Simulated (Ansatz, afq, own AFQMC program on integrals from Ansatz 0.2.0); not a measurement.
# AlH, triplet: AFQMC among the cluster methods

```xyz
2

Al    0.0000    0.0000    0.0000
H     0.0000    0.0000    1.7680
```

Basis cc-pVTZ. Only valence electrons are correlated. AFQMC by an in-house program on the Cholesky factors that Ansatz 0.2.0 writes for its CCSD(T) run. ph-AFQMC/CISD is guided by a CISD state made of CCSD amplitudes; releasing the constraint for a short imaginary time cuts its bias at the price of noise, slowly where states lie close. Uncertainties: one standard error, sampling alone.

Determinant: UHF, the one that the program's search chose, which needn't be the lowest solution. The geometry is a point of a scan.

Full CI on the same integrals is exact in this basis and with this determinant's frozen core.

Cautions: lower spins were not checked.

* T1 diagnostic: 0.0310
* weight of the determinant in the CISD state: 0.937
* ⟨S²⟩ of the determinant: 2.019
* size of the correlated space: 4 electrons in 43 orbitals

Reference: full CI, correlation energy -1.631 eV. The released energy is read at 2.40 1/Eh (meV from the phaseless value at times in 1/Eh: -1.4 ± 0.7 at 0.24, -2.6 ± 0.7 at 0.51, -4.6 ± 0.5 at 0.99, -7.3 ± 0.7 at 1.62, -8.4 ± 0.7 at 2.40).

| level | E − E(reference) (kJ/mol) | share of correlation (%) |
| --- | --- | --- |
| HF | 157.4 | 0.00 |
| MP2 | 47.3 | 69.97 |
| CCSD | 6.1 | 96.13 |
| CCSD(T) | 1.8 | 98.83 |
| CCSDT | 0.1 | 99.94 |
| CCSDT(Q) | 0.0 | 99.99 |
| ph-AFQMC/CISD | 1.0 ± 0.06 | 99.39 |
| released AFQMC | 0.1 ± 0.06 | 99.91 |

CCSDT and higher add their correlation energy to the determinant of the CCSD(T) run, since their own runs factorise the integrals more tightly (a shift of under 2 meV). A walk keeps the symmetry of its determinant, which the program's search chose and which needn't be the lowest solution, so a lower state of the same spin and another symmetry isn't excluded. Released energies are given only where the last usable release times agree within the noise; a slower fall can still hide under it.
